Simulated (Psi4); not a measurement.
# H3PO (SMILES O=[PH3]): QCISD/cc-pVTZ-DK (density fitting)

What is the energy change on altering one bond length of H3PO at QCISD/cc-pVTZ-DK (density fitting)? 

Program for the calculation: Psi4 1.11.

2 further runs of the same task are left out: 1 that didn't finish, 1 set aside as unsound or not needed.

### Step 1. The molecule

H3PO has 5 atoms, charge 0, and is taken as a singlet. SMILES: `O=[PH3]`. Geometry: relaxed at GFN2-xTB.

Bond lengths: O1–P2 1.453 Å, P2–H3 1.388 Å, P2–H4 1.387 Å, P2–H5 1.387 Å. Angles: O1–P2–H3 115.2°, O1–P2–H4 115.3°, O1–P2–H5 115.2°, H3–P2–H4 103.2°, H3–P2–H5 103.0°, H4–P2–H5 103.2°.

### Step 2. The energy at QCISD/cc-pVTZ-DK (density fitting)

File h3op.xyz:

```xyz
5
H3OP
O     -1.381960    -0.328270     0.532950
P     -0.058510    -0.014650     0.022530
H      0.807060     0.564860     0.939400
H      0.663660    -1.098320    -0.454890
H     -0.030250     0.876380    -1.039990
```

File run.py:

```python
import psi4

psi4.set_memory('1600 MB')
psi4.set_num_threads(1)
psi4.set_output_file('h3op.out', False)

with open('h3op.xyz') as f:
    atoms = ''.join(f.readlines()[2:])
m = psi4.geometry('0 1\n' + atoms + 'symmetry c1\nno_reorient\nno_com')

psi4.set_options({
    'basis': 'cc-pVTZ-DK',
    'freeze_core': True,
})

energy_value, wavefunction = psi4.energy("qcisd", return_wfn=True)
print('E =', round(energy_value, 9))
```

Run with:

```console
python run.py
```

h3op.out:

```text
[...]
  Running in c1 symmetry.
[...]
  Nuclear repulsion =   66.903001425581039
[...]
  Multiplicity = 1
[...]
  Nalpha       = 13
  Nbeta        = 13
[...]
    Number of basis functions: 106
[...]
   @RHF iter   1:  -417.03678029568420   -1.58872e-01   5.28226e-03 ADIIS/DIIS
[...]
   @RHF iter  10:  -417.18441702249476   -3.05249e-11   6.45141e-09 DIIS
[...]
    Orbital Energies [Eh]
    ---------------------
    Doubly Occupied:
       1A    -79.876408     2A    -20.494196     3A     -7.548425
       4A     -5.449452     5A     -5.449445     6A     -5.448715
       7A     -1.306669     8A     -0.863294     9A     -0.616220
      10A     -0.615826    11A     -0.560300    12A     -0.444114
      13A     -0.443996
[...]
  @RHF Final Energy:  -417.18441702249476
   => Energetics <=
    Nuclear Repulsion Energy =             66.9030014255810386
    One-Electron Energy =                -709.9407165057534712
    Two-Electron Energy =                 225.8532980576776765
    Total Energy =                       -417.1844170224948130
[...]
 Multipole Moments:
 ------------------------------------------------------------------------------------
     Multipole            Electronic (a.u.)      Nuclear  (a.u.)        Total (a.u.)
 ------------------------------------------------------------------------------------
 L = 1.  Multiply by 2.5417464519 to convert [e a0] to [Debye]
 Dipole X            :         21.2988702          -19.8286317            1.4702386
 Dipole Y            :          5.0771534           -4.7299656            0.3471878
 Dipole Z            :         -8.2131592            7.6459642           -0.5671950
 Magnitude           :                                                    1.6136452
[...]
      * MP2 total energy:                   -417.586984538862
[...]
      * MP3 total energy:                   -417.599274484479
[...]
      * QCISD total energy:                 -417.607200874702
[...]
```

On the terminal:

```text
E = -417.607200875
```

Run time: 15 s. Hardware: 1 thread of Intel Xeon 6975P-C (Granite Rapids), shared host; peak memory 1.1 GiB.

### Step 3. The distorted shape, same level

File input.inp:

```
memory 1.6 GB

molecule system {
  O
  P 1 R2
  H 2 R3 1 A3
  H 2 R4 3 A4 1 D4
  H 2 R5 4 A5 3 D5

  R2 = 1.452724
  R3 = 1.387694
  A3 = 115.22991
  R4 = 1.387011
  A4 = 103.23435
  D4 = -126.53215
  R5 = 2.3578
  A5 = 103.15772
  D5 = 107.00898
  symmetry c1
  no_reorient
  no_com
}

set globals {
  freeze_core true
}

e_tot, wfn = energy('qcisd/cc-pVTZ-DK', return_wfn=True)
print_variables()
```

Run with:

```console
psi4 -i input.inp -o input.out -n 1
```

input.out:

```text
[...]
  Running in c1 symmetry.
[...]
  Nuclear repulsion =   63.948591965825571
[...]
  Multiplicity = 1
[...]
  Nalpha       = 13
  Nbeta        = 13
[...]
    Number of basis functions: 106
[...]
   @RHF iter   1:  -416.90359406821483   -3.48699e-01   5.24907e-03 ADIIS/DIIS
[...]
   @RHF iter  11:  -417.06135579714970   -1.06297e-11   4.94411e-09 DIIS
[...]
    Orbital Energies [Eh]
    ---------------------
    Doubly Occupied:
       1A    -79.926238     2A    -20.537325     3A     -7.592818
       4A     -5.493777     5A     -5.493166     6A     -5.492752
       7A     -1.338773     8A     -0.851610     9A     -0.639671
      10A     -0.594282    11A     -0.542570    12A     -0.475882
      13A     -0.375115
[...]
  @RHF Final Energy:  -417.06135579714970
   => Energetics <=
    Nuclear Repulsion Energy =             63.9485919658255710
    One-Electron Energy =                -703.3119375307287555
    Two-Electron Energy =                 222.3019897677534686
    Total Energy =                       -417.0613557971497016
[...]
 Multipole Moments:
 ------------------------------------------------------------------------------------
     Multipole            Electronic (a.u.)      Nuclear  (a.u.)        Total (a.u.)
 ------------------------------------------------------------------------------------
 L = 1.  Multiply by 2.5417464519 to convert [e a0] to [Debye]
 Dipole X            :          1.2606361           -0.6882328            0.5724033
 Dipole Y            :         -0.7191734            0.3912907           -0.3278828
 Dipole Z            :         -1.6062788            2.8428568            1.2365780
 Magnitude           :                                                    1.4015269
[...]
      * MP2 total energy:                   -417.479876886016
[...]
      * MP3 total energy:                   -417.493253148821
[...]
      * QCISD total energy:                 -417.506845708137
[...]
```

Wall time 14 s (1 thread of Intel Xeon 6975P-C (Granite Rapids), shared host); peak memory 1.1 GiB.

### Step 4. Results

Level: QCISD/cc-pVTZ-DK (density fitting), 6 core orbitals frozen.

```
                                                         quantity          value
                                        first shape: total energy  -417.60720 Eh
                 first shape: HOMO energy (Hartree–Fock orbitals)      -12.08 eV
                 first shape: LUMO energy (Hartree–Fock orbitals)        3.40 eV
               first shape: HOMO–LUMO gap (Hartree–Fock orbitals)       15.48 eV
         first shape: correlation energy (6 core orbitals frozen)     -422.8 mEh
                                       first shape: T1 diagnostic          0.015
                                    distorted shape: total energy  -417.50685 Eh
             distorted shape: HOMO energy (Hartree–Fock orbitals)      -10.21 eV
             distorted shape: LUMO energy (Hartree–Fock orbitals)        0.32 eV
           distorted shape: HOMO–LUMO gap (Hartree–Fock orbitals)       10.53 eV
     distorted shape: correlation energy (6 core orbitals frozen)     -445.5 mEh
                                   distorted shape: T1 diagnostic          0.023
energy change with the P2–H5 bond stretched from 1.387 to 2.358 Å       2.731 eV
```

With the P2–H5 bond stretched from 1.387 to 2.358 Å the energy rises by 2.73 eV (63 kcal/mol). The first shape isn't relaxed at this level, so the change isn't measured from a minimum. The basis (first shape) was made for a relativistic Hamiltonian, but the run is non-relativistic. The T1 diagnostic (distorted shape) of 0.023 is above the customary mark for such species, so a single reference may not serve. The basis (distorted shape) was made for a relativistic Hamiltonian, but the run is non-relativistic.
